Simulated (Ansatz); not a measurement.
# Si2N+ (triplet): wave-function methods side by side, def2-QZVPP

The task here is to estimate one member of a computed series from the others.

The runs use Ansatz 0.2.0, Gaussian basis; def2-QZVPP, core rule «outside noble gas», up to 11 orbitals frozen.

Plan: UHF; ROHF; CCSD(T) on UHF.

2 further runs of the same task are left out: 2 set aside as unsound or not needed. Runs told in other sessions of the task aren't counted.

### The system

The geometry is a PBE0/def2-TZVP stationary point (not a proven minimum) of the parent state, kept for this charge and spin.

3 atoms, charge 1, spin multiplicity 3.

Atoms are counted from 1 here; the program's logs count them from 0.

Bond lengths: N1–Si2 1.607 Å, Si2–Si3 2.274 Å. Angles: N1–Si2–Si3 180.0°.

Coordinates:

| atom | x (Å) | y (Å) | z (Å) |
| --- | --- | --- | --- |
| N1 | 0.00000 | 0.00000 | -1.82913 |
| Si2 | 0.00000 | 0.00000 | -0.22253 |
| Si3 | 0.00000 | 0.00000 | 2.05167 |

The first run:

in.yaml reads:

```yaml
crystal:
  periodic: [false, false, false]
  atoms:
    - {symbol: N, position_ang: [0.000000, 0.000000, -1.829133]}
    - {symbol: Si, position_ang: [0.000000, 0.000000, -0.222533]}
    - {symbol: Si, position_ang: [0.000000, 0.000000, 2.051667]}
basis:
  gaussian: {orbitals: "def2-QZVPP.json"}
total_charge: 1
magnetization: {spin_polarized: true, initial_magnetization: 2}
hamiltonian: {xc: hf}
output: {orbitals: {seedname: orbitals}}
```

Command:

```sh
> ansatz run in.yaml --threads 1 --pin off --events-out ev --progress --plain --max-ram 2393MiB
```

Among the steps run: UHF; ROHF; CCSD(T) on UHF.

One of the session's tables, all rows but one given; the rest of the session is left out.

It belongs to the step «Misses and costs». 

```
  method  from UCCSD(T) (meV)
    ROHF             +10920.5
     UHF             +10120.5
    UMP2              +2128.0
   UCCSD                    ?
UCCSD(T)                    0
```

**Question.** Estimate the row for UCCSD.

As computed: from UCCSD(T) (meV): +617.4. In the column «from UCCSD(T) (meV)» it lies between UCCSD(T) (0) and UMP2 (+2128.0).

To keep in mind: The determinant of HF (⟨S²⟩ 2.72) is far from a pure spin state, so its energy mixes those of several spin states; that is harmless only where they are near-degenerate. The determinant of CCSD(T) (⟨S²⟩ 2.72) is far from a pure spin state, so its energy mixes those of several spin states; high orders of coupled cluster remove much of that, low ones don't.
